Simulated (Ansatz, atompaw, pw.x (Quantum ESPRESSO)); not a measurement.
**W: does the PAW (atompaw) potential hold in the solid?**

tungsten (W), PAW, made with atompaw 4.2.0.5 (PBEsol, scalar-relativistic). Core [Kr] 4d10 4f14, reference 5s2 5p6 5d5 6s1 6p0. Waves: 5s (bound): rc 1.40 bohr; 6s (bound): rc 2.10 bohr; 5p (bound): rc 2.05 bohr; 6p (bound, empty): rc 2.60 bohr; 5d (bound): rc 2.60 bohr; 5d channel at 0.05 Ry: rc 2.60 bohr. Local part: troulliermartins scheme with l = 3 at 0 Ry, radius 2.10 bohr. Core correction: smooth core density matched at 2.35 bohr. Augmentation charge: sinc compensation charge, radius 2.05 bohr; PAW radius 2.60 bohr; waves and projectors: custom rrkj vanderbiltortho.

Crystal test: bcc W in pw.x 7.5, no spin, 15³ k-points, Fermi–Dirac smearing 0.01 Ry, cutoffs 50/500 Ry. The reference is all-electron LAPW (Ansatz 0.2.0) with the same functional, mesh and smearing; V0 and B0 come from Birch–Murnaghan fits to the pressures at five volumes. Errors are pseudo minus all-electron; Δ is the rms difference of the E(V) curves that follow from these fits, minima aligned, over ±6 % about the mean V0. Mesh and smearing are coarse, so the numbers serve the comparison and aren't converged zero-temperature values; the lattice is a test structure that the element need not adopt.

All-electron: a0 = 3.155 Å (V0 = 15.70 Å³/atom), B0 = 321.1 GPa.

How far does the potential miss the all-electron equation of state?

mean pressure error (GPa): -2.09; a0 (Å): 3.148; a0 error (%): -0.22; B0 error (%): +0.6; Δ (meV/atom): 7.1. The logarithmic derivative shows an extra or strongly shifted pseudo pole above the reference energy (s near 1.14 Ry, d near 0.66 Ry).

```tsv
V (Å³/atom)	P all-electron (GPa)	P pseudo (GPa)
14.903	18.56	16.12
15.295	8.81	6.57
15.687	0.22	-1.85
16.079	-7.35	-9.26
16.471	-14.00	-15.78
```

At the middle volume, how do free energy and pressure move when the wave cutoff is lowered (ecutrho held at 500 Ry)?

```csv
cutoff (Ry),shift of F (meV/atom),shift of P (GPa)
22,+233.6,-8.28
30,+53.5,-1.12
40,+9.3,-0.10
```

Input at the middle volume:

```
&control
  calculation='scf', prefix='x', pseudo_dir='./', outdir='./tmp', tstress=.true., disk_io='none'
/
&system
  ibrav=0, nat=1, ntyp=1, ecutwfc=50, ecutrho=500, nbnd=15,
  occupations='smearing', smearing='fd', degauss=0.01
/
&electrons
  conv_thr=1e-09, mixing_beta=0.4, electron_maxstep=70
/
ATOMIC_SPECIES
W 1.0 W.UPF
CELL_PARAMETERS angstrom
  -1.57698163 1.57698163 1.57698163
  1.57698163 -1.57698163 1.57698163
  1.57698163 1.57698163 -1.57698163
ATOMIC_POSITIONS crystal
W 0.0000 0.0000 0.0000
K_POINTS automatic
15 15 15 0 0 0
```

```bash
pw.x < W.scf.in > W.scf.out
```

Lines of the output:

```
Message from routine setup:
     using ibrav=0 with symmetry is DISCOURAGED, use correct ibrav instead
     lattice parameter (alat)  =       5.1616  a.u.
     unit-cell volume          =     105.8611 (a.u.)^3
     number of electrons       =        14.00
     number of Kohn-Sham states=           15
     kinetic-energy cutoff     =      50.0000  Ry
     charge density cutoff     =     500.0000  Ry
     scf convergence threshold =      1.0E-09
     Exchange-correlation= SLA PW PSX PSC
     number of k points=   120  Fermi-Dirac smearing, width (Ry)=  0.0100
     iteration #  1     ecut=    50.00 Ry     beta= 0.40
     total energy              =    -750.83495360 Ry
     estimated scf accuracy    <       0.13638307 Ry
     iteration #  2     ecut=    50.00 Ry     beta= 0.40
     total energy              =    -750.83636142 Ry
     estimated scf accuracy    <       0.01907440 Ry
     iteration #  3     ecut=    50.00 Ry     beta= 0.40
     c_bands:  1 eigenvalues not converged
     c_bands:  2 eigenvalues not converged
     total energy              =    -750.83971714 Ry
     estimated scf accuracy    <       0.00435007 Ry
     iteration #  4     ecut=    50.00 Ry     beta= 0.40
     c_bands:  4 eigenvalues not converged
     c_bands:  2 eigenvalues not converged
     c_bands:  3 eigenvalues not converged
     c_bands:  1 eigenvalues not converged
     c_bands:  3 eigenvalues not converged
     c_bands:  1 eigenvalues not converged
     [... 6 repeated lines left out ...]
     total energy              =    -750.83976687 Ry
     estimated scf accuracy    <       0.00488631 Ry
     iteration #  5     ecut=    50.00 Ry     beta= 0.40
     [... 1 repeated lines left out ...]
     total energy              =    -750.83988130 Ry
     estimated scf accuracy    <       0.00028042 Ry
     iteration #  6     ecut=    50.00 Ry     beta= 0.40
     [... 74 repeated lines left out ...]
     total energy              =    -750.84001782 Ry
     estimated scf accuracy    <       0.00031664 Ry
     iteration #  7     ecut=    50.00 Ry     beta= 0.40
     [... 42 repeated lines left out ...]
     total energy              =    -750.84005736 Ry
     estimated scf accuracy    <       0.00000881 Ry
     iteration #  8     ecut=    50.00 Ry     beta= 0.40
     [... 23 repeated lines left out ...]
     total energy              =    -750.84005159 Ry
     estimated scf accuracy    <       0.00002150 Ry
     iteration #  9     ecut=    50.00 Ry     beta= 0.40
     [... 10 repeated lines left out ...]
     total energy              =    -750.84006450 Ry
     estimated scf accuracy    <       0.00003189 Ry
     iteration # 10     ecut=    50.00 Ry     beta= 0.40
     [... 3 repeated lines left out ...]
     total energy              =    -750.84006993 Ry
     estimated scf accuracy    <       0.00000022 Ry
     iteration # 11     ecut=    50.00 Ry     beta= 0.40
     [... 5 repeated lines left out ...]
     total energy              =    -750.84007053 Ry
     estimated scf accuracy    <       0.00000014 Ry
     iteration # 12     ecut=    50.00 Ry     beta= 0.40
     [... 1 repeated lines left out ...]
     total energy              =    -750.84007051 Ry
     estimated scf accuracy    <       0.00000009 Ry
     iteration # 13     ecut=    50.00 Ry     beta= 0.40
     total energy              =    -750.84007052 Ry
     estimated scf accuracy    <          6.5E-09 Ry
     iteration # 14     ecut=    50.00 Ry     beta= 0.40
     [... 2 repeated lines left out ...]
     total energy              =    -750.84007052 Ry
     estimated scf accuracy    <       0.00000001 Ry
     iteration # 15     ecut=    50.00 Ry     beta= 0.40
     total energy              =    -750.84007052 Ry
     estimated scf accuracy    <          8.0E-09 Ry
     iteration # 16     ecut=    50.00 Ry     beta= 0.40
     the Fermi energy is    21.5056 ev
!    total energy              =    -750.84007052 Ry
     estimated scf accuracy    <          5.0E-10 Ry
     smearing contrib. (-TS)   =      -0.00218253 Ry
     The total energy is F=E-TS. E is the sum of the following terms:
     one-electron contribution =      -9.25965149 Ry
     hartree contribution      =      21.89833220 Ry
     xc contribution           =     -16.25459829 Ry
     ewald contribution        =    -119.67694376 Ry
     one-center paw contrib.   =    -627.54502665 Ry
     convergence has been achieved in  16 iterations
          total   stress  (Ry/bohr**3)                   (kbar)     P=      -18.49
     Message from routine punch:
     Nothing written, as per user request (disk_io='none')
```

The run at the middle volume (120 k-points, 16 iterations) took about 45 s on one core of a shared host (Intel(R) Xeon(R) Platinum 8259CL CPU @ 2.50GHz, 96 threads, 755 GiB, load 48).
